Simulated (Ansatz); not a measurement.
# SiCCl+ (quintet): wave-function methods side by side, cc-pVDZ

One table from this session's results is given with a row withheld; the runs are named, their logs left out.

Method: cc-pVDZ, core rule «outside noble gas», up to 11 orbitals frozen; program: Ansatz 0.2.0, Gaussian basis.

The runs, in order: UHF; CCSD(T) on ROHF; CCSD(T) on UHF; BCCD(T) on ROHF; CISD; CCSDT(Q) on ROHF; CCSDT(Q) on UHF; CASSCF and MRCISD+Q, 12 electrons in 11 orbitals; CASSCF and NEVPT2, 12 electrons in 11 orbitals.

20 further runs of the same task are left out: 4 that didn't finish, 16 set aside as unsound or not needed.

## The system

The geometry is a PBE0/def2-TZVP stationary point (not a proven minimum) of the parent state, kept for this charge and spin.

3 atoms, charge 1, spin multiplicity 5.

Atoms are counted from 1 here; the program's logs count them from 0.

Bond lengths: C1–Si2 1.858 Å, Si2–Cl3 2.076 Å. Angles: C1–Si2–Cl3 103.7°.

Set-up of the first run:

File in.yaml:

```yaml
crystal:
  periodic: [false, false, false]
  atoms:
    - {symbol: C, position_ang: [0.000000, -0.896812, 1.818922]}
    - {symbol: Si, position_ang: [0.000000, 0.607235, 0.728623]}
    - {symbol: Cl, position_ang: [0.000000, -0.177225, -1.193419]}
basis:
  gaussian: {orbitals: cc-pVDZ}
total_charge: 1
magnetization: {spin_polarized: true, initial_magnetization: 4}
hamiltonian: {xc: hf}
output: {orbitals: {seedname: orbitals}}
```

Command:

```
> ansatz run in.yaml --threads 1 --pin off --events-out ev --progress --plain --max-ram 2393MiB
```

Among the steps run: UHF; CCSD(T) on ROHF; CCSD(T) on UHF; BCCD(T) on ROHF; CISD; CCSDT(Q) on ROHF; CCSDT(Q) on UHF; CASSCF and MRCISD+Q, 12 electrons in 11 orbitals; CASSCF and NEVPT2, 12 electrons in 11 orbitals.

One table of the session follows, with a row left open; its other results are not shown here.

```
          method  from UCCSDT(Q) (meV)
            ROHF               +7896.0
             UHF               +7789.6
            RMP2               +1304.7
            UMP2               +1301.9
            CISD                     ?
           RCCSD                +349.2
           UCCSD                +344.3
        RCCSD(T)                 +78.0
        UCCSD(T)                 +77.5
         BCCD(T)                 +77.2
          RCCSDT                 +26.2
          UCCSDT                 +25.2
       RCCSDT(Q)                  +7.2
       UCCSDT(Q)                     0
  CASSCF valence               +6243.0
  NEVPT2 valence               +1202.9
  MRCISD valence                +608.5
MRCISD+Q valence                +102.2
```

Q: Estimate the row for CISD from the others.

**Answer.** from UCCSDT(Q) (meV): +1004.6. In the column «from UCCSDT(Q) (meV)» it lies between MRCISD valence (+608.5) and NEVPT2 valence (+1202.9).

Among the levels timed on like hardware and quicker than the yardstick, those that no quicker one beats, quickest first: UCCSD(T) (1.7 s, +77.5 meV); BCCD(T) (2.8 s, +77.2 meV).

Limits of these values: Of the multireference levels listed MRCISD+Q valence comes nearest in total energy (+102.2 meV), which doesn't show that its space is the better one. Restricted and unrestricted rows rest on different reference determinants; where their highest levels disagree by more than a few hundredths of an eV, they describe different states and don't form one ladder.
